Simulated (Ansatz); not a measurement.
**CHP+ (doublet): from Hartree-Fock to the top rungs, cc-pVDZ**

How much of the correlation energy of CHP+ (doublet) does each wave-function method recover here?

Method: cc-pVDZ, core rule «outside noble gas», up to 6 orbitals frozen; program: Ansatz 0.2.0, Gaussian basis.

Plan: UHF; CCSD(T) on ROHF; CCSD(T) on UHF; BCCD(T) on ROHF; CISD; CCSDT(Q) on ROHF; CCSDT(Q) on UHF; CCSDTQ on ROHF; CCSDTQ on UHF; CASSCF and MRCISD+Q, 9 electrons in 9 orbitals; CASSCF and NEVPT2, 9 electrons in 9 orbitals.

4 further runs of the same task are left out: 4 set aside as unsound or not needed.

### Step 1. What is computed

The geometry is a PBE0/def2-TZVP stationary point (not a proven minimum) of the parent state, kept for this charge and spin.

3 atoms, charge 1, spin multiplicity 2.

Atoms are counted from 1 here; the program's logs count them from 0.

Bond lengths: C1–P2 1.596 Å, P2–H3 1.420 Å. Angles: C1–P2–H3 180.0°.

Coordinates:

```
C     0.0000    0.0000    1.5372
P     0.0000    0.0000   -0.0585
H     0.0000    0.0000   -1.4787
```

### Step 2. UHF

Input file in.yaml:

```yaml
crystal:
  periodic: [false, false, false]
  atoms:
    - {symbol: C, position_ang: [0.000000, 0.000000, 1.537200]}
    - {symbol: P, position_ang: [0.000000, 0.000000, -0.058500]}
    - {symbol: H, position_ang: [0.000000, 0.000000, -1.478700]}
basis:
  gaussian: {orbitals: cc-pVDZ}
total_charge: 1
magnetization: {spin_polarized: true, initial_magnetization: 1}
hamiltonian: {xc: hf}
output: {orbitals: {seedname: orbitals}}
```

Launch:

```sh
ansatz run in.yaml --threads 1 --pin off --events-out ev --progress --plain --max-ram 2816MiB --backend cpu
```

The runs that follow: CCSD(T) on ROHF; CCSD(T) on UHF; BCCD(T) on ROHF; CISD; CCSDT(Q) on ROHF; CCSDT(Q) on UHF; CCSDTQ on ROHF; CCSDTQ on UHF; CASSCF and MRCISD+Q, 9 electrons in 9 orbitals; CASSCF and NEVPT2, 9 electrons in 9 orbitals.

Before running them: what should the planned runs give, taken together? Wanted: UCCSDTQ below the RHF energy; RMP2 from UCCSDTQ; UMP2 from UCCSDTQ; RCCSD from UCCSDTQ; RCCSD(T) from UCCSDTQ; UCCSD(T) from UCCSDTQ; RCCSDT(Q) from UCCSDTQ; UCCSDT(Q) from UCCSDTQ; NEVPT2 valence from UCCSDTQ.

As calculated:

| quantity | value |
| --- | --- |
| UCCSDTQ below the RHF energy | -7.3188 eV |
| RMP2 from UCCSDTQ | +108.5 kJ/mol |
| UMP2 from UCCSDTQ | +202.3 kJ/mol |
| RCCSD from UCCSDTQ | +52.3 kJ/mol |
| RCCSD(T) from UCCSDTQ | +7.6 kJ/mol |
| UCCSD(T) from UCCSDTQ | +19.5 kJ/mol |
| RCCSDT(Q) from UCCSDTQ | -1.0 kJ/mol |
| UCCSDT(Q) from UCCSDTQ | 0.0 kJ/mol |
| NEVPT2 valence from UCCSDTQ | +71.6 kJ/mol |
| MRCISD+Q valence from UCCSDTQ | +1.2 kJ/mol |
| levels within 1 kcal/mol (43 meV) | RCCSDT(Q), UCCSDT(Q), RCCSDTQ, MRCISD+Q valence |
| T1 diagnostic | 0.047 |
| effectively unpaired electrons | 1.33 |

**Reading.** RCCSD(T) misses by +7.6 kJ/mol, 1.1 % of the correlation energy. CCSD(T) misses by +7.6 kJ/mol on the restricted determinant and by +19.5 kJ/mol on the unrestricted one; the two need not hold the same state or core. The occupations show some static correlation. Of the multireference levels listed MRCISD+Q valence comes nearest in total energy (+1.2 kJ/mol), which doesn't show that its space is the better one. Coupled cluster took another determinant than the lowest Hartree-Fock one. These misses are within one basis, not against nature; the frozen cores of restricted and unrestricted runs differ, which can shift their rows.
